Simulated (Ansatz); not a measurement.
**CH₂Mg (triplet): wave-function methods side by side at distance C1–Mg2 = 6.907 Å, 6-31G**

An exercise on one series of results from a longer session: the logs are not shown, and one member is left open.

Method: 6-31G, core rule «outside noble gas», up to 6 orbitals frozen; program: Ansatz 0.2.0, Gaussian basis.

The runs, in order: UHF; CCSD(T) on ROHF; CCSD(T) on UHF; BCCD(T) on ROHF; CISD as a restricted active space (open shells left free, so some higher excitations enter); CCSDT(Q) on ROHF; CCSDT(Q) on UHF; CISDTQ; CASSCF and MRCISD+Q, 4 electrons in 4 orbitals; CASSCF and NEVPT2, 4 electrons in 4 orbitals; CASSCF and MRCISD+Q, 8 electrons in 10 orbitals; CASSCF and NEVPT2, 8 electrons in 10 orbitals; Full CI.

32 further runs of the same task are left out: 16 for a known fault of the program, 13 that didn't finish, 3 set aside as unsound or not needed. Runs told in other sessions of the task aren't counted.

## The geometry

The geometry derives from a PBE0/def2-TZVP stationary point (not a proven minimum). One bond is set to the value named and the two fragments are kept rigid.

4 atoms, charge 0, spin multiplicity 3.

Atoms are counted from 1 here; the program's logs count them from 0.

Bond lengths: C1–H3 1.089 Å, Mg2–H4 1.696 Å.

Set-up of the first run:

The input, in.yaml:

```yaml
crystal:
  periodic: [false, false, false]
  atoms:
    - {symbol: C, position_ang: [0.000000, 0.000000, 3.605415]}
    - {symbol: Mg, position_ang: [0.000000, 0.000000, -3.301586]}
    - {symbol: H, position_ang: [0.000000, 0.000000, 4.694199]}
    - {symbol: H, position_ang: [0.000000, 0.000000, -4.998028]}
basis:
  gaussian: {orbitals: 6-31G}
magnetization: {spin_polarized: true, initial_magnetization: 2}
hamiltonian: {xc: hf}
output: {orbitals: {seedname: orbitals}}
```

Command:

```sh
$ ansatz run in.yaml --threads 1 --pin off --events-out ev --progress --plain --max-ram 2393MiB
```

Among the steps run: UHF; CCSD(T) on ROHF; CCSD(T) on UHF; BCCD(T) on ROHF; CISD as a restricted active space (open shells left free, so some higher excitations enter); CCSDT(Q) on ROHF; CCSDT(Q) on UHF; CISDTQ; CASSCF and MRCISD+Q, 4 electrons in 4 orbitals; CASSCF and NEVPT2, 4 electrons in 4 orbitals; CASSCF and MRCISD+Q, 8 electrons in 10 orbitals; CASSCF and NEVPT2, 8 electrons in 10 orbitals; Full CI.

One table of the session follows, with a row left open; its other results are not shown here.

```
   method  from FCI (kcal/mol)
     ROHF               +56.52
     RMP2               +19.01
     UMP2               +18.46
     CISD                +3.85
    RCCSD                +1.05
    UCCSD                +0.96
 RCCSD(T)                +0.34
 UCCSD(T)                +0.31
  BCCD(T)                +0.32
   RCCSDT                +0.03
   UCCSDT                +0.02
   CISDTQ                    ?
RCCSDT(Q)                +0.01
UCCSDT(Q)                 0.00
      FCI                    0
```

Estimate the missing values for CISDTQ.

The run gave: from FCI (kcal/mol): +0.12. In the column «from FCI (kcal/mol)» it lies between RCCSDT (+0.03) and UCCSD(T) (+0.31).

Not comparable, so not listed: CASSCF and NEVPT2, 4 electrons in 4 orbitals (they don't share determinant, frozen orbitals or solution with the rows shown, or repeat one).

Limits of these values: The determinant of HF (⟨S²⟩ 3.01) is far from a pure spin state, so its energy mixes those of several spin states; that is harmless only where they are near-degenerate. Left out of the table: CASSCF pair, MRCISD pair, MRCISD+Q pair, CASSCF valence, NEVPT2 valence, MRCISD valence, MRCISD+Q valence (the active space lost an orbital or holds another state than full CI finds). Left out of the table: UHF (another determinant or state than the rows shown). Levels on UHF freeze UHF's core orbitals, full CI those of ROHF, so the U rows can settle a little off it for that reason alone. Restricted and unrestricted rows rest on different reference determinants; a gap between their highest levels can come from leftover correlation error, from unlike frozen cores or from another state. Warnings in the runs' records: passed over end.
